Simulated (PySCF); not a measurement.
**How methods differ on the ionisation energy of O**

O [He] 2s2 2p4 (3P) → O+ [He] 2s2 2p3 (4S), as a difference of total energies. All numbers are calculated (PySCF 2.14, the non-relativistic Hamiltonian (point nucleus), in dyall-acv3z (15s9p4d2f, 76 functions)). Correlated levels: valence: 1s2 frozen; valence and next inner shell: nothing frozen; virtual orbitals above 40 to 60 times the deepest correlated orbital energy dropped. The calculations carry no spin-orbit coupling.

```tsv
method	ionisation energy (eV)
UHF	12.020
LDA	14.002
PBE	14.058
PBE0	13.844
r2SCAN	13.713
CAM-B3LYP	14.099
B97-3	13.856
MN15	13.878
M06	13.773
MP2 (valence)	13.337
SCS-MP2 (valence)	13.443
MP2 (valence and next inner shell)	13.349
SCS-MP2 (valence and next inner shell)	13.446
```

A first-order spin-orbit estimate (lowest level to lowest level, LS coupling) adds 0.010 eV.

Errors of the correlated levels include the incompleteness of this basis and the frozen core.

Problem. Which method comes closest to the reference value, and which is furthest?

Solution. The reference is 13.618 eV (measured; NIST Atomic Spectra Database, ionization energies). Closest: r2SCAN (error 0.105 eV); furthest: UHF (error -1.588 eV), both after the spin-orbit estimate.
